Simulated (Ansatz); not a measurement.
# F3P: the cost of one run

Program: Ansatz 0.2.0. Level of theory: the levels named in each step. These are calculated values, not measurements.

**1. The starting structure**

Bond lengths: F1–P2 1.774 Å, P2–F3 1.774 Å, P2–F4 1.774 Å. Angles: F1–P2–F3 85.8°, F1–P2–F4 85.8°, F3–P2–F4 85.8°.

Coordinates:

```xyz
4

F    -0.8983   -1.0631   -0.3939
P     0.0043   -0.0090    0.7108
F     1.3704   -0.2371   -0.3977
F    -0.4792    1.3145   -0.3672
```

**2. A rough first relaxation, PBE-D4/def2-SVPD**

This run stands in another session on the same molecule. It ended at:

```xyz
4

F    -1.6038   -0.9785   -0.0079
P     0.1555   -0.4234    0.0192
F     1.8547    0.2949   -0.0045
F    -0.4094    1.1122   -0.4547
```

**3. Relaxation, PBE0-D4/def2-TZVPPD**

This run stands in another session on the same molecule. It ended at:

```xyz
4

F    -1.5489   -0.9303   -0.0154
P     0.1535   -0.4179    0.0174
F     1.7818    0.2960   -0.0121
F    -0.3893    1.0575   -0.4379
```

**4. Frequencies, PBE0-D4/def2-TZVPPD**

Contents of input.yaml:

```yaml
crystal:
  periodic: [false, false, false]
  atoms:
    - { symbol: F, position_ang: [-1.54894883, -0.9303393, -0.01538933] }
    - { symbol: P, position_ang: [0.15350712, -0.41794346, 0.01735333] }
    - { symbol: F, position_ang: [1.78181092, 0.29601106, -0.01212591] }
    - { symbol: F, position_ang: [-0.38928921, 1.0575017, -0.43786809] }
magnetization:
  spin_polarized: true
  initial_magnetization: 1
total_charge: -1
basis:
  gaussian: { orbitals: def2-TZVPPD.json }
hamiltonian:
  xc: pbe0
  dispersion: d4
phonons: {}
```

Command:

```bash
$ ansatz run input.yaml --threads 2 --pin off --max-ram 5120MiB --backend cpu --events-out ev --progress --plain --runs-dir out
```

**Question.** How long does this run take on 2 threads of Intel Xeon at 2.50GHz (Skylake/Cascade Lake), shared host, and how much memory does it need?

About 87 s, with a peak of 0.42 GiB.
